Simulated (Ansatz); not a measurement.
Geometry optimisation, UKS PBE/6-31G* in Ansatz 0.2.0.

The input (input.yaml):

```yaml
crystal:
  periodic: [false, false, false]
  atoms:
    - { symbol: B, position_ang: [0.0, 0.0, 0.0] }
    - { symbol: Cl, position_ang: [0.0, 0.0, 2.11] }
    - { symbol: H, position_ang: [1.0305, 0.0, -0.595] }
    - { symbol: H, position_ang: [-1.0305, 0.0, -0.595] }
    - { symbol: Si, position_ang: [0.0, 0.0, 4.54] }
    - { symbol: H, position_ang: [-0.7436, -1.1581, 5.0274] }
    - { symbol: H, position_ang: [1.3747, -0.0649, 5.0274] }
    - { symbol: H, position_ang: [-0.6311, 1.223, 5.0274] }
magnetization:
  spin_polarized: true
  initial_magnetization: 1
basis:
  gaussian: { orbitals: "6-31G*" }
hamiltonian:
  xc: pbe
relax:
  f_tol: 0.15
  max_steps: 25
  restrain:
    - { distance: [1, 4], at: 2.13, k: 30.0 }
    - { distance: [0, 1], at: 3.06, k: 30.0 }
```

Launched with:

```bash
$ ansatz run input.yaml --threads 1 --pin off --max-ram 2048MiB --backend cpu --events-out ev --progress --plain --runs-dir out
```

Q: Where does it end, and by what steps?

A: The run converged. The restraints hold the end off the free minimum; the threshold counts their pulls, which the force column leaves out. Restrained pairs: Cl2–Si5 (2.43 → 2.12 Å), B1–Cl2 (2.11 → 3.06 Å). After 18 steps the energy has fallen by 0.203 eV (the restraints' own energy left out); Cl2 moved furthest, 1.27 Å.

```tsv
step	energy less start (eV)	largest force component (eV/Å)	accepted
0	0.0000	1.883	yes
1	0.1825	1.200	yes
2	0.1937	1.452	yes
3	0.0271	0.816	yes
4	-0.0757	0.504	yes
5	-0.0893	0.470	yes
6	-0.0941	0.664	no
7	-0.1065	0.449	yes
8	-0.1217	0.442	yes
9	-0.1189	0.484	no
10	-0.1335	0.435	yes
11	-0.1397	0.410	yes
12	-0.1459	0.453	yes
13	-0.1555	0.426	yes
14	-0.1628	0.448	yes
15	-0.1781	0.264	yes
16	-0.1843	0.298	yes
17	-0.1852	0.443	yes
18	-0.2028	0.306	yes
```

```xyz
8
Properties=species:S:1:pos:R:3
B 0.004 0.093 -0.290
Cl -0.007 1.182 2.565
H 1.080 -0.435 -0.210
H -1.079 -0.423 -0.214
Si 0.001 0.074 4.369
H -0.768 -1.189 4.166
H 1.418 -0.220 4.737
H -0.648 0.919 5.418
```

Run time: 58 s on 1 thread of Intel(R) Xeon(R) Platinum 8259CL CPU @ 2.50GHz (Skylake/Cascade Lake), on a shared host, peak memory 0.17 GiB.
